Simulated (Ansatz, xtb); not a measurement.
**AlH5Si2: 6 structures ranked**

6 gas-phase structures of AlH5Si2, found in a search over its isomers (lower ones may exist). Each was relaxed with GFN2-xTB:

A. `[AlH2][SiH2][SiH]`, a singlet
B. `[AlH2][Si][SiH3]`, a singlet
C. a singlet given by its coordinates
D. `[SiH][AlH][SiH3]`, a singlet
E. a singlet given by its coordinates
F. `[AlH2][Si][SiH3]`, a triplet

E (Å):

```xyz
8

Al   -0.0579   -1.6586   -0.8652
Si   -2.2058   -1.0688   -1.6108
Si   -2.0149    1.1199   -0.7861
H     1.4129   -2.0487   -0.2383
H    -2.6711   -1.7480   -0.2822
H    -3.2300    1.9003   -1.0751
H    -0.9489    1.8115   -1.5355
H    -1.7297    1.4371    0.6202
```

Close contacts (Å): Al1–Si2 2.35, Si2–Si3 2.35, Al1–H4 1.65, Si2–H5 1.56, Si3–H6 1.47, Si3–H7 1.48, Si3–H8 1.47.

C (Å):

```yaml
atoms:
  - { symbol: Al, position_ang: [-0.2544, -0.5296, -0.8979] }
  - { symbol: Si, position_ang: [-1.4893, 0.2716, 1.0400] }
  - { symbol: Si, position_ang: [-2.5497, 0.6433, -0.9674] }
  - { symbol: H, position_ang: [-0.1618, -1.9777, -1.5346] }
  - { symbol: H, position_ang: [1.0388, 0.1455, -1.4995] }
  - { symbol: H, position_ang: [-2.1886, -1.0370, 1.3925] }
  - { symbol: H, position_ang: [-2.1939, 1.9948, -1.4732] }
  - { symbol: H, position_ang: [-3.6727, 0.3658, -1.9010] }
```

Close contacts (Å): Al1–Si2 2.43, Al1–Si3 2.58, Si2–Si3 2.30, Al1–H4 1.58, Al1–H5 1.58, Si2–H6 1.53, Si3–H7 1.49, Si3–H8 1.49.

Problem. Estimate their order in r2SCAN-D4/def2-SVP energy at these geometries, lowest first.

Solution. Calculated order at r2SCAN-D4/def2-SVP: E (0.0), F (13.8), C (14.1), B (17.1), D (19.1), A (22.2) kcal/mol. Less than 1 kcal/mol parts F and C, so the order within that pair means little.

Energies above the lowest of each column, in kcal/mol (a dash: not run or not comparable):

```csv
structure,GFN2-xTB,HF/STO-3G,r2SCAN-D4/def2-SVP
E,10.5,9.0,0.0
F,–,0.0,13.8
C,0.0,29.5,14.1
B,2.8,4.0,17.1
D,11.5,21.5,19.1
A,13.5,6.3,22.2
```

r2SCAN-D4/def2-SVP puts E lowest; GFN2-xTB picks C, HF/STO-3G picks F. Some further structures that were screened fall inside this span and aren't listed. Flexible structures stand in one conformer each, not always the lowest. No reliable frequencies are at hand for these structures. GFN2-xTB has no spin polarisation and isn't compared across spin states. Open shells are spin-unrestricted.

Over these structures GFN2-xTB departs from r2SCAN-D4/def2-SVP by 6.9 kcal/mol on average once a common shift is removed. A GFN2-xTB relaxation took about 0.57 s and the r2SCAN-D4/def2-SVP energy about 3.9 s on a shared host (Ansatz 0.2.0, xtb 6.7.1).
